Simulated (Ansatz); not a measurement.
# Molecular dynamics of AlH3OS

input.yaml

```yaml
crystal:
  periodic: [false, false, false]
  atoms:
    - { symbol: Al, position_ang: [-0.9827, 0.1297, -0.4553] }
    - { symbol: S, position_ang: [1.1569, 0.6417, 1.0018] }
    - { symbol: O, position_ang: [-0.6265, -1.4241, -0.1359] }
    - { symbol: H, position_ang: [0.2714, -0.8616, 0.5735] }
    - { symbol: H, position_ang: [-1.8201, 1.2558, -1.03] }
    - { symbol: H, position_ang: [2.0009, 0.2586, 0.0459] }
magnetization:
  spin_polarized: true
basis:
  gaussian: { orbitals: def2-SVP }
hamiltonian:
  xc: pbe0
md:
  timestep: 0.5
  n_steps: 150
  ensemble: nve
  temperature: 100.0
  initial_velocities: maxwell_boltzmann
  seed: 895985
```

Run as:

```bash
$ ansatz run input.yaml --threads 1 --pin off --max-ram 2048MiB --backend cpu --events-out ev --progress --plain --runs-dir out
```

It starts from a rough guess of a transition structure, not a stationary point.

Output, in part (one step line in 3, the closing report, with atoms numbered from 0):

```
md step     0: t =     0.00 fs  T =   100.0 K  F+E_penalty+E_count = -19511.97854888 eV  E_kin = 0.051704 eV  conserved = -19511.92684488 eV  (26 SCF iters)
md step     3: t =     1.50 fs  T =   186.5 K  F+E_penalty+E_count = -19512.02332042 eV  E_kin = 0.096445 eV  conserved = -19511.92687543 eV  (27 SCF iters)
md step     6: t =     3.00 fs  T =   560.8 K  F+E_penalty+E_count = -19512.21687604 eV  E_kin = 0.289946 eV  conserved = -19511.92692993 eV  (26 SCF iters)
md step     9: t =     4.50 fs  T =  1144.8 K  F+E_penalty+E_count = -19512.52283816 eV  E_kin = 0.591884 eV  conserved = -19511.93095434 eV  (25 SCF iters)
md step    12: t =     6.00 fs  T =  1077.7 K  F+E_penalty+E_count = -19512.48962460 eV  E_kin = 0.557202 eV  conserved = -19511.93242270 eV  (26 SCF iters)
md step    15: t =     7.50 fs  T =  1174.8 K  F+E_penalty+E_count = -19512.53378377 eV  E_kin = 0.607407 eV  conserved = -19511.92637644 eV  (26 SCF iters)
md step    18: t =     9.00 fs  T =  1990.1 K  F+E_penalty+E_count = -19512.96529005 eV  E_kin = 1.028944 eV  conserved = -19511.93634594 eV  (25 SCF iters)
md step    21: t =    10.50 fs  T =  1422.3 K  F+E_penalty+E_count = -19512.66284084 eV  E_kin = 0.735364 eV  conserved = -19511.92747635 eV  (26 SCF iters)
md step    24: t =    12.00 fs  T =  1125.0 K  F+E_penalty+E_count = -19512.50684828 eV  E_kin = 0.581655 eV  conserved = -19511.92519284 eV  (25 SCF iters)
md step    27: t =    13.50 fs  T =  1783.4 K  F+E_penalty+E_count = -19512.85005264 eV  E_kin = 0.922113 eV  conserved = -19511.92793914 eV  (26 SCF iters)
md step    30: t =    15.00 fs  T =  2459.8 K  F+E_penalty+E_count = -19513.21421245 eV  E_kin = 1.271796 eV  conserved = -19511.94241602 eV  (25 SCF iters)
md step    33: t =    16.50 fs  T =  1454.3 K  F+E_penalty+E_count = -19512.66628516 eV  E_kin = 0.751931 eV  conserved = -19511.91435381 eV  (25 SCF iters)
md step    36: t =    18.00 fs  T =  2576.7 K  F+E_penalty+E_count = -19513.27533766 eV  E_kin = 1.332265 eV  conserved = -19511.94307222 eV  (25 SCF iters)
md step    39: t =    19.50 fs  T =  2202.5 K  F+E_penalty+E_count = -19513.06723630 eV  E_kin = 1.138759 eV  conserved = -19511.92847688 eV  (25 SCF iters)
md step    42: t =    21.00 fs  T =  1757.9 K  F+E_penalty+E_count = -19512.83348872 eV  E_kin = 0.908894 eV  conserved = -19511.92459474 eV  (26 SCF iters)
md step    45: t =    22.50 fs  T =  2455.5 K  F+E_penalty+E_count = -19513.19796970 eV  E_kin = 1.269603 eV  conserved = -19511.92836715 eV  (25 SCF iters)
md step    48: t =    24.00 fs  T =  3097.7 K  F+E_penalty+E_count = -19513.54561839 eV  E_kin = 1.601660 eV  conserved = -19511.94395846 eV  (25 SCF iters)
md step    51: t =    25.50 fs  T =  2147.6 K  F+E_penalty+E_count = -19513.02455690 eV  E_kin = 1.110374 eV  conserved = -19511.91418329 eV  (25 SCF iters)
md step    54: t =    27.00 fs  T =  3375.7 K  F+E_penalty+E_count = -19513.68879915 eV  E_kin = 1.745384 eV  conserved = -19511.94341505 eV  (25 SCF iters)
md step    57: t =    28.50 fs  T =  2793.0 K  F+E_penalty+E_count = -19513.37196004 eV  E_kin = 1.444115 eV  conserved = -19511.92784470 eV  (24 SCF iters)
md step    60: t =    30.00 fs  T =  2298.9 K  F+E_penalty+E_count = -19513.11341805 eV  E_kin = 1.188607 eV  conserved = -19511.92481065 eV  (25 SCF iters)
md step    63: t =    31.50 fs  T =  2889.1 K  F+E_penalty+E_count = -19513.42337335 eV  E_kin = 1.493801 eV  conserved = -19511.92957199 eV  (27 SCF iters)
md step    66: t =    33.00 fs  T =  3138.1 K  F+E_penalty+E_count = -19513.56642045 eV  E_kin = 1.622504 eV  conserved = -19511.94391615 eV  (25 SCF iters)
md step    69: t =    34.50 fs  T =  2019.5 K  F+E_penalty+E_count = -19512.95970199 eV  E_kin = 1.044167 eV  conserved = -19511.91553494 eV  (25 SCF iters)
md step    72: t =    36.00 fs  T =  3048.7 K  F+E_penalty+E_count = -19513.51815486 eV  E_kin = 1.576323 eV  conserved = -19511.94183198 eV  (23 SCF iters)
md step    75: t =    37.50 fs  T =  2328.1 K  F+E_penalty+E_count = -19513.13101736 eV  E_kin = 1.203745 eV  conserved = -19511.92727233 eV  (24 SCF iters)
md step    78: t =    39.00 fs  T =  1880.7 K  F+E_penalty+E_count = -19512.89705116 eV  E_kin = 0.972390 eV  conserved = -19511.92466143 eV  (26 SCF iters)
md step    81: t =    40.50 fs  T =  2567.6 K  F+E_penalty+E_count = -19513.25694633 eV  E_kin = 1.327561 eV  conserved = -19511.92938488 eV  (25 SCF iters)
md step    84: t =    42.00 fs  T =  2972.7 K  F+E_penalty+E_count = -19513.48009727 eV  E_kin = 1.537005 eV  conserved = -19511.94309214 eV  (25 SCF iters)
md step    87: t =    43.50 fs  T =  2230.8 K  F+E_penalty+E_count = -19513.06991572 eV  E_kin = 1.153408 eV  conserved = -19511.91650814 eV  (25 SCF iters)
md step    90: t =    45.00 fs  T =  3495.7 K  F+E_penalty+E_count = -19513.74931645 eV  E_kin = 1.807404 eV  conserved = -19511.94191221 eV  (24 SCF iters)
md step    93: t =    46.50 fs  T =  2894.2 K  F+E_penalty+E_count = -19513.42359127 eV  E_kin = 1.496405 eV  conserved = -19511.92718623 eV  (24 SCF iters)
md step    96: t =    48.00 fs  T =  2622.0 K  F+E_penalty+E_count = -19513.28042600 eV  E_kin = 1.355700 eV  conserved = -19511.92472551 eV  (25 SCF iters)
md step    99: t =    49.50 fs  T =  3473.0 K  F+E_penalty+E_count = -19513.72659382 eV  E_kin = 1.795680 eV  conserved = -19511.93091376 eV  (25 SCF iters)
md step   102: t =    51.00 fs  T =  3681.4 K  F+E_penalty+E_count = -19513.84678668 eV  E_kin = 1.903417 eV  conserved = -19511.94336946 eV  (25 SCF iters)
md step   105: t =    52.50 fs  T =  2915.3 K  F+E_penalty+E_count = -19513.42790398 eV  E_kin = 1.507306 eV  conserved = -19511.92059749 eV  (24 SCF iters)
md step   108: t =    54.00 fs  T =  3776.1 K  F+E_penalty+E_count = -19513.89232956 eV  E_kin = 1.952408 eV  conserved = -19511.93992120 eV  (29 SCF iters)
md step   111: t =    55.50 fs  T =  2825.4 K  F+E_penalty+E_count = -19513.38678353 eV  E_kin = 1.460823 eV  conserved = -19511.92596045 eV  (30 SCF iters)
md step   114: t =    57.00 fs  T =  2542.6 K  F+E_penalty+E_count = -19513.23940299 eV  E_kin = 1.314643 eV  conserved = -19511.92475998 eV  (30 SCF iters)
md step   117: t =    58.50 fs  T =  3347.8 K  F+E_penalty+E_count = -19513.66427436 eV  E_kin = 1.730961 eV  conserved = -19511.93331303 eV  (29 SCF iters)
md step   120: t =    60.00 fs  T =  3053.0 K  F+E_penalty+E_count = -19513.51732216 eV  E_kin = 1.578506 eV  conserved = -19511.93881605 eV  (29 SCF iters)
md step   123: t =    61.50 fs  T =  2692.9 K  F+E_penalty+E_count = -19513.32201146 eV  E_kin = 1.392313 eV  conserved = -19511.92969864 eV  (31 SCF iters)
md step   126: t =    63.00 fs  T =  3281.0 K  F+E_penalty+E_count = -19513.63318876 eV  E_kin = 1.696421 eV  conserved = -19511.93676747 eV  (30 SCF iters)
md step   129: t =    64.50 fs  T =  2276.3 K  F+E_penalty+E_count = -19513.10222904 eV  E_kin = 1.176951 eV  conserved = -19511.92527819 eV  (31 SCF iters)
md step   132: t =    66.00 fs  T =  2163.3 K  F+E_penalty+E_count = -19513.04371419 eV  E_kin = 1.118498 eV  conserved = -19511.92521627 eV  (31 SCF iters)
md step   135: t =    67.50 fs  T =  2952.0 K  F+E_penalty+E_count = -19513.46326229 eV  E_kin = 1.526280 eV  conserved = -19511.93698254 eV  (25 SCF iters)
md step   138: t =    69.00 fs  T =  2131.1 K  F+E_penalty+E_count = -19513.03117996 eV  E_kin = 1.101868 eV  conserved = -19511.92931155 eV  (30 SCF iters)
md step   141: t =    70.50 fs  T =  2328.5 K  F+E_penalty+E_count = -19513.14370895 eV  E_kin = 1.203949 eV  conserved = -19511.93975994 eV  (25 SCF iters)
md step   144: t =    72.00 fs  T =  2364.5 K  F+E_penalty+E_count = -19513.15552769 eV  E_kin = 1.222548 eV  conserved = -19511.93297993 eV  (27 SCF iters)
md step   147: t =    73.50 fs  T =  1341.6 K  F+E_penalty+E_count = -19512.61809588 eV  E_kin = 0.693671 eV  conserved = -19511.92442475 eV  (27 SCF iters)
md step   150: t =    75.00 fs  T =  1459.8 K  F+E_penalty+E_count = -19512.68086183 eV  E_kin = 0.754772 eV  conserved = -19511.92609027 eV  (28 SCF iters)
Total energy: -19512.68088922 eV, -717.0777965088 hartree
Atom 0 at    -0.676503    -0.155981    -0.172616 Å, force     0.380481     0.014258     0.525705 eV/Å
Atom 1 at     1.258008     1.115443     0.960610 Å, force    -1.920016    -0.642092    -1.146263 eV/Å
Atom 2 at    -1.245702    -1.736114    -0.592173 Å, force     0.165035    -4.195706     1.942929 eV/Å
Atom 3 at    -1.340895    -2.786796    -0.259502 Å, force     0.820820     4.925596    -1.432374 eV/Å
Atom 4 at    -1.962536     0.649895    -0.712347 Å, force     0.733025     0.469024     0.232673 eV/Å
Atom 5 at     2.171744     0.321279     1.546580 Å, force    -0.179345    -0.571080    -0.122671 eV/Å
Dipole moment:     0.009635    -0.616785     0.121475 e Å
```

The run went to its last step. The conserved energy stayed within 3 meV per atom of its start (net change 0.13 meV per atom), so the integration is sound. The system heated up, since it started high on the potential surface and ran downhill. A run of 0.075 ps of so small a system gives no equilibrium averages. The orbitals stay closed-shell, which can raise the energy where a bond breaks towards radicals; this wasn't checked here.

The step under study would form S2–H4 and break Al1–S2, O3–H4. These pairs go: S2–H4 1.80 → 4.84 Å, Al1–S2 2.64 → 2.58 Å, O3–H4 1.28 → 1.11 Å. In the last frame they stand as before the step (other bonds may differ from the relaxed reactants and products). It ends as one piece, AlH3OS. Pairs count as bonded within 1.25 times the sum of covalent radii (0.12 Å more for H–H).

Last frame:

```xyz
6
Properties=species:S:1:pos:R:3
Al -0.676 -0.156 -0.173
S 1.258 1.115 0.961
O -1.246 -1.736 -0.592
H -1.341 -2.787 -0.260
H -1.962 0.650 -0.712
H 2.172 0.321 1.547
```

Run time: 6.7 min on 1 thread of Arm Neoverse V1, with other jobs on the host, peak memory 0.15 GiB.
